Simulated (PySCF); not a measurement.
Method: PySCF 2.14.0 with B3LYP-D3(BJ)/def2-TZVP. Gas-phase values, no solvent. B3LYP has the VWN-RPA correlation part, as in Gaussian. 

Reference species (SMILES): `C[C]C` (near-degenerate triplet) (neutral, multiplicity 3).

highest occupied spin orbital: -5.05 eV

Changed species: `C[C]F` (excited triplet) (X = fluoro, multiplicity 3; the reference has X = methyl, multiplicity 3).

Give the shifts of the highest occupied spin orbital.

the highest occupied spin orbital falls by 0.32 eV, to -5.37 eV.
